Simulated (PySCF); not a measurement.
C₅H₈.
Atom-mapped SMILES: `[CH2:1]=[CH:2][CH:3]1[CH2:4][CH2:5]1` (hydrogens: H6, H7 on C1; H8 on C2; H9 on C3; H10, H11 on C4; H12, H13 on C5)

Structure used (GFN2-xTB), in Å, numbered top down from 1:
```
atom  x, y, z in Å
C1     2.247   -0.150   -0.172
C2     1.016   -0.313    0.283
C3    -0.183    0.256   -0.346
C4    -1.331    0.709    0.521
C5    -1.476   -0.519   -0.315
H6     2.450    0.429   -1.059
H7     3.100   -0.585    0.318
H8     0.839   -0.898    1.177
H9     0.016    0.838   -1.238
H10   -1.864    1.601    0.231
H11   -1.232    0.589    1.589
H12   -2.109   -0.480   -1.188
H13   -1.476   -1.477    0.181
```

Method: PBE0/pcSseg-1 in PySCF (dipole) on a GFN2-xTB geometry, gas phase.

Take the most abundant isotopes and a rigid rotor. The values belong to one conformer with, in the numbering `[CH2:1]=[CH:2][CH:3]1[CH2:4][CH2:5]1`, C1–C2–C3–C4 -145°.

**Question.** Give the principal moments of inertia and the rotational constants in MHz.

**Answer.** Ia = 32.99, Ib = 163.34, Ic = 169.88 u·Å²; 505379 MHz·u·Å²/I gives A = 15320, B = 3094, C = 2975 MHz.

**Question.** Classify the top.

**Answer.** A near-prolate asymmetric top. Ray's parameter κ = (2B − A − C)/(A − C) = -0.981; −1 is the prolate and +1 the oblate limit.

**Question.** Is it planar, by Δ = Ic − Ia − Ib?

**Answer.** Not planar: Δ = Ic − Ia − Ib = -26.45 u·Å². For a rigid frame Δ = −2 Σ m c², so Σ m c² = 13.23 u·Å² lies off the ab plane: 9.01 from hydrogen and 4.21 from heavier atoms. The atom farthest from that plane is 1.49 Å away.

**Question.** Give the other two planar moments, Paa and Pbb, and the rms extents of the mass along the axes.

**Answer.** Paa = Σ m a² = (Ib + Ic − Ia)/2 = 150.11 and Pbb = Σ m b² = (Ia + Ic − Ib)/2 = 19.76 u·Å². With the mass M = 68.06 u, the rms extents √(P/M) along a, b and c are 1.49, 0.54, 0.44 Å.

**Question.** Where do the levels up to J = 2 lie, in cm⁻¹?

**Answer.** Above 0(0,0):
J = 1: 1(0,1) 0.2024, 1(1,1) 0.6102, 1(1,0) 0.6142
J = 2: 2(0,2) 0.6073, 2(1,2) 1.0112, 2(1,1) 1.0231, 2(2,1) 2.2465, 2(2,0) 2.2465
The levels of one J sum to (2J + 1)J(J + 1)(A + B + C)/3.

**Question.** Which types of transition are allowed, and where do some lines up to J = 3 fall?

**Answer.** The dipole components are |μa| = 0.53 D, |μb| = 0.00 D, |μc| = 0.05 D; the mirror of this Cs structure is the ac plane, so μb vanishes by symmetry and there are no b-type lines. The squared components, which scale the intensities, stand as 1.00 : 0.01 (a : c). Some lines, for components of 0.1 D or more:

```csv
type,branch,"J(Ka,Kc)",MHz,lower level (cm⁻¹)
a,Q,"2(1,1) ← 2(1,2)",357,1.011
a,Q,"3(1,2) ← 3(1,3)",715,1.613
a,R,"1(0,1) ← 0(0,0)",6069,0.000
a,R,"2(1,2) ← 1(1,1)",12019,0.610
a,R,"2(0,2) ← 1(0,1)",12137,0.202
a,R,"2(1,1) ← 1(1,0)",12257,0.614
a,R,"3(1,3) ← 2(1,2)",18028,1.011
a,R,"3(0,3) ← 2(0,2)",18204,0.607
a,R,"3(2,2) ← 2(2,1)",18207,2.246
a,R,"3(2,1) ← 2(2,0)",18211,2.247
a,R,"3(1,2) ← 2(1,1)",18385,1.023
```

Stationary, but not proved a minimum. Zero-point vibration and centrifugal distortion are left out.
